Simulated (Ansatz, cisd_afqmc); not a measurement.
System: CH3O, charge 1, singlet. CH3O+ (SMILES C=[OH+]).
B3LYP-D3(BJ)/def2-TZVP minimum from Ansatz (a quantum-chemistry and plane-wave program):
```
C
O 1 1.2444
H 2 0.9845 1 116.45
H 1 1.0896 2 115.87 3 -180.00
H 1 1.0917 4 122.30 2 180.00
```
Charge +1, spin multiplicity 1.

Total energies in cc-pVTZ, 12 correlated electrons, 2 frozen orbitals. Radicals and triplets start from unrestricted determinants; spin-orbit coupling is neglected. Cores are frozen in correlated methods. No relativity. The Monte Carlo rows (phaseless AFQMC, CISD trial, step 0.005/hartree) carry one-sigma bars that omit the constraint's bias. Outlying blocks are dropped, and bars are widened where a walk drifts. Over all cases where full CI ran beside it in this data, AFQMC minus full CI had a median of +0.1 mEh and passed +0.4 mEh in a tenth of the cases.

| method | program | energy (Eh) | minus CCSDT(Q) (mEh) |
|---|---|---|---|
| HF | Ansatz | -114.20827 | 412.78 |
| MP2 | Ansatz | -114.58941 | 31.65 |
| CCSD | Ansatz | -114.60532 | 15.73 |
| CCSD(T) | Ansatz | -114.62005 | 1.01 |
| CCSDT(Q) | Ansatz | -114.62105 | 0.00 |
| AFQMC/CISD | cisd_afqmc | -114.6208 ± 0.0004 | 0.2 ± 0.4 |

Rough core times of Ansatz's runs on a shared machine: CCSD(T) under 20 s, CCSDT(Q) 4 min.
